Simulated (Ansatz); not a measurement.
Worked example: the interaction energy

The pair of HCl (SMILES Cl, atoms 1–2) and CH$_{2}$O (SMILES C=O, atoms 3–6), both closed shells, in one local arrangement (a lower one may exist), relaxed at PBE0-D4/def2-TZVP:

```
6
angstrom
Cl 0.3551 0.0291 -2.5153
H -0.3768 -0.0546 -1.4383
C 0.0161 0.0077 0.9951
O -0.9443 -0.1144 0.2841
H -0.0828 0.0021 2.0946
H 1.0328 0.1301 0.5798
```

Both fragments are computed in the basis of the whole pair.

Ansatz 0.2.0; basis: def2-TZVPPD and def2-QZVPPD; cores frozen in the correlated methods.

Energies in eV:

| quantity | pair | first fragment | second fragment |
| --- | --- | --- | --- |
| Hartree–Fock, triple zeta (X = 3) | -15619.92623 | -12519.93542 | -3099.86794 |
| Hartree–Fock, quadruple zeta (X = 4) | -15620.39374 | -12520.27060 | -3100.00095 |
| MP2 correlation, X = 3 | -16.48186 | -5.60079 | -10.76795 |
| MP2 correlation, X = 4 | -17.75063 | -6.10487 | -11.51327 |
| CCSD(T) correlation, X = 3 | -17.97184 | -6.38803 | -11.49937 |

Task: Work out the interaction energy at the basis limit: extrapolate Hartree–Fock as E(X) = E∞ + A exp(−7.88 √X) and the MP2 correlation as E(X) = E∞ + B X^−2.97 (the exponents that Neese and Valeev fitted for def2-TZVPP and QZVPP, reused here for the diffuse sets), then add CCSD(T) − MP2 in triple zeta.

Result: Each step is linear, so take the differences first (pair − first fragment − second fragment): Hartree–Fock -0.12287 (X = 3) and -0.12219 (X = 4); MP2 correlation -0.11312 and -0.13249; CCSD(T) correlation -0.08444.
Two points give E∞ = E(4) + w [E(4) − E(3)], with w = 1/(exp(7.88 (2 − √3)) − 1) = 0.1377 for Hartree–Fock and w = 1/((4/3)^2.97 − 1) = 0.7407 for the correlation.
Hartree–Fock: -0.12219 + 0.1377 × 0.00068 = -0.1221 eV.
MP2 correlation: -0.13249 + 0.7407 × (-0.01937) = -0.1468 eV.
CCSD(T) − MP2: -0.08444 − (-0.11312) = 0.0287 eV.
Sum: -0.1221 + (-0.1468) + 0.0287 = -0.2402 eV, or -5.54 kcal/mol. Plain CCSD(T) in triple zeta gives -0.2073 eV, so the larger basis shifts the result by -0.0329 eV.

T1 diagnostic: at most 0.017.

For scale, one of the runs: CCSD(T)/def2-TZVPPD, 179 basis functions, launched by `ansatz run in.yaml --threads 2 --pin off --events-out ev --progress --plain --max-ram 5222MiB`. Hardware: 2 CPU threads of an Arm Neoverse V2, shared host. Wall time 25 s; peak host memory 1.7 GiB.
